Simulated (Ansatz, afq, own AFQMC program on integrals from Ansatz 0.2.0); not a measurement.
Where AFQMC and coupled cluster stand for NH₃, singlet

```xyz
4

N     0.0667    0.1180   -0.1205
H     1.0049    0.1311    0.2599
H    -0.4162    0.9263    0.2516
H    -1.5163   -2.6976    1.1636
```

Basis 6-31G. Only valence electrons are correlated. AFQMC by an in-house program on the Cholesky factors that Ansatz 0.2.0 writes for its CCSD(T) run. ph-AFQMC/CISD is guided by a CISD state made of CCSD amplitudes; releasing the constraint for a short imaginary time cuts its bias at the price of noise, slowly where states lie close. Uncertainties: one standard error, sampling alone.

Determinant: UHF, the one that the program's search chose, which needn't be the lowest solution. The geometry is a point of a scan.

Full CI on the same integrals is exact in this basis and with this determinant's frozen core.

Cautions: unrestricted determinant spin contaminated (⟨S²⟩ 1.01 against 0.00); the CCSDTQ amplitudes may be one of several solutions (largest double 0.63); the next higher spin lies close (full CI puts it 11 meV above).

The T1 diagnostic is 0.0062, the weight of the determinant in the CISD state is 0.959 and the ⟨S²⟩ of the determinant is 1.005. The size of the correlated space is 8 electrons in 14 orbitals.

```csv
level,correlation energy (eV)
MP2,-2.3246
CCSD,-2.7122
CCSD(T),-2.7361
```

Question: Estimate where full CI lies against CCSD(T) on the same integrals.

Answer: 14.5 meV below CCSD(T).

Reference: full CI, correlation energy -2.751 eV. The released energy is read at 2.40 1/Eh (meV from the phaseless value at times in 1/Eh: -1.3 ± 1.2 at 0.24, -0.8 ± 1.2 at 0.51, 0.0 ± 0.8 at 0.99, -0.9 ± 0.7 at 1.62, -2.3 ± 0.9 at 2.40). The cautions show a poor starting determinant, so the rows tell how each method copes with it here, and full CI is the sure value.

```
         level  E − E(reference) (meV)  share of correlation (%)
       CCSD(T)                    14.5                     99.47
         CCSDT                     8.6                     99.69
      CCSDT(Q)                     2.5                     99.91
        CCSDTQ                     1.4                     99.95
 ph-AFQMC/CISD               0.6 ± 1.8                     99.98
released AFQMC              -1.7 ± 0.9                    100.06
```

CCSDT and higher add their correlation energy to the determinant of the CCSD(T) run, since their own runs factorise the integrals more tightly (a shift of under 2 meV). A walk keeps the symmetry of its determinant, which the program's search chose and which needn't be the lowest solution, so a lower state of the same spin and another symmetry isn't excluded. Released energies are given only where the last usable release times agree within the noise; a slower fall can still hide under it.
